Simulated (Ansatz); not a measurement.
C4H7NO can be A, `C#CCNCO`, or B, `CCN=C=CO`.

Calculated with Ansatz (gas phase, PBE0-D4/def2-TZVP geometries, no zero-point term in ΔE). CCSD(T)/CBS is the MP2 limit (def2-TZVPP, def2-QZVPP) plus CCSD(T) − MP2 in def2-TZVPP, frozen cores. Functionals use def2-TZVPP. B3LYP here is the variant with VWN-RPA as its local correlation; programs differ in this. One conformer a species, not always the lowest.

Problem. Which isomer does CCSD(T)/CBS put lower? Give the gap. (Best estimate.)

Solution. The calculation gave: B, by 20.0 kJ/mol.

Problem. Give E(B) − E(A) in kJ/mol with B3LYP-D4, PBE-D4, r2SCAN-D4, B3LYP, PBE0-D4, B2PLYP, ωB97M-V. (Best estimate.)

Solution. Computed: B3LYP-D4 -44.7, PBE-D4 -57.1, r2SCAN-D4 -49.7, B3LYP -47.1, PBE0-D4 -44.2, B2PLYP -34.4, ωB97M-V -29.1. None reverses the order clearly.

Largest T1 diagnostic: 0.013.

From PBE to PBE0 (25 % exact exchange), in def2-TZVPP and without D4, E(B) − E(A) moves by +13.1 kJ/mol.
